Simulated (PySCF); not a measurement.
```xyz
5

C     -0.0236     0.0084    -0.0428
O      1.3124    -0.1819    -0.0274
H     -0.3513    -0.0724     1.0237
H     -0.3417     1.0235    -0.3694
H     -0.5959    -0.7776    -0.5841
```

Charge 0, multiplicity 2.

Give the Mulliken and meta-Löwdin atomic charges from PySCF 2.14.0 with TPSSh-D3(BJ)/def2-TZVP // r2SCAN-D4/def2-SVP.


```csv
atom,Mulliken (e),meta-Löwdin (e)
C1,-0.18,-0.09
O2,-0.23,-0.27
H3,0.16,0.15
H4,0.12,0.10
H5,0.12,0.10
```
